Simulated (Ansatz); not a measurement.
**BeLi (doublet): wave-function methods side by side, def2-QZVPP**

An exercise on one series of results from a longer session: the logs are not shown, and one member is left open.

Computed with Ansatz 0.2.0, Gaussian basis. Level: def2-QZVPP, core rule «outside noble gas», up to 2 orbitals frozen.

The runs, in order: UHF; ROHF; CCSD(T) on UHF.

2 further runs of the same task are left out: 2 set aside as unsound or not needed.

### What is computed

The geometry is a PBE0/def2-TZVP stationary point (not a proven minimum).

2 atoms, charge 0, spin multiplicity 2.

Atoms are counted from 1 here; the program's logs count them from 0.

No contacts short enough for the rule that draws bonds.

The first run:

Contents of in.yaml:

```yaml
crystal:
  periodic: [false, false, false]
  atoms:
    - {symbol: Li, position_ang: [0.000000, 0.000000, 0.000000]}
    - {symbol: Be, position_ang: [0.000000, 0.000000, 2.584800]}
basis:
  gaussian: {orbitals: "def2-QZVPP.json"}
magnetization: {spin_polarized: true, initial_magnetization: 1}
hamiltonian: {xc: hf}
output: {orbitals: {seedname: orbitals}}
```

Run with:

```
> ansatz run in.yaml --threads 1 --pin off --events-out ev --progress --plain --max-ram 2393MiB
```

Among the steps run: UHF; ROHF; CCSD(T) on UHF.

One table of the session follows, with a row left open; its other results are not shown here.

It belongs to the step «Misses and costs». 

| method | from UCCSD(T) (kJ/mol) |
| --- | --- |
| ROHF | +147.8 |
| UHF | +130.8 |
| UMP2 | ? |
| UCCSD | +3.4 |
| UCCSD(T) | 0 |

**Question.** Estimate the row for UMP2.

**Answer.** from UCCSD(T) (kJ/mol): +53.3. In the column «from UCCSD(T) (kJ/mol)» it lies between UCCSD (+3.4) and UHF (+130.8).
